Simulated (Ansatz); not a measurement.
Basis-set extrapolation for C$_{3}$H$_{5}$ClS (`CC(=S)CCl`) (PBE0-D4/def2-TZVP geometry, frozen core, Ansatz). Multiplicity 1, RHF reference.

|  | def2-TZVPP | def2-QZVPP |
| --- | --- | --- |
| HF | -973.591790 | -973.620999 |
| MP2 correlation | -0.864983 | -0.931685 |
| CCSD(T) correlation | -0.960291 | not run |

Energies in hartree. Use E(X) = E(∞) + A·exp(−7.88·√X) for Hartree–Fock and E(X) = E(∞) + B·X^(−2.97) for correlation, with X = 3 and 4, and add CCSD(T) minus MP2 of the smaller set to the MP2 limit.

Q: What is the CCSD(T) energy at the basis-set limit?

A: HF limit: -973.620999 + (-0.029209) × 0.13774 = -973.62502. MP2 limit: -0.931685 + (-0.066702) × 0.74074 = -0.98109. Higher-order term: -0.960291 − (-0.864983) = -0.09531. Total: -974.70142 hartree, 4.06 eV below CCSD(T)/def2-TZVPP.
